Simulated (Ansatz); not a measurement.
Ideal-gas functions of C2H3NO, SMILES `N=C1CO1` at 400 K and 1 bar, from an Ansatz frequency run at PBE0-D4/def2-TZVP.

Molar mass 57.05 g/mol, point group Cs (symmetry number 1), electronic degeneracy 1, moments of inertia 19.905, 64.707, 81.17 u Å². Harmonic wavenumbers (cm⁻¹, unscaled): 461, 489, 791, 833, 943, 1007, 1089, 1094, 1175, 1270, 1486, 1950, 3127, 3224, 3548.

Use S(trans) = R[1.5 ln M + 2.5 ln T − 1.1517]; rotational temperatures θ = 24.2544 K / I; S(rot) = R[ln(√π/σ · √(T³/θAθBθC)) + 1.5]; for each mode x = 1.438777 ν̃/T, S = R[x/(eˣ − 1) − ln(1 − e⁻ˣ)] and H = RT x/(eˣ − 1); 1 cm⁻¹ = 0.0119627 kJ/mol; R = 8.31446 J/(mol·K).

By hand: the entropy, in J/(mol·K).

Translation 165.4. Rotation: θ = 1.2185, 0.3748, 0.2988 K, giving 100.2. Vibration, mode by mode: 5.00, 4.61, 1.96, 1.74, 1.27, 1.05, 0.83, 0.82, 0.64, 0.49, 0.25, 0.06, 0.00, 0.00, 0.00, in all 18.7. Electronic 0.0. Sum 284.3 J/(mol·K).

By hand: H − E and G − E in kJ/mol, counted from the electronic energy.

Zero-point energy ½ × 22487 × 0.0119627 = 134.5; thermal vibration 5.3; translation, rotation and pV give 4 RT = 13.3. H − E = 153.1 kJ/mol, and G − E = 153.1 − 400 × 284.3/1000 = 39.4 kJ/mol.

Vibration gives 7 % of the entropy. The sum counts one conformer and one mirror image; others add a mixing term.
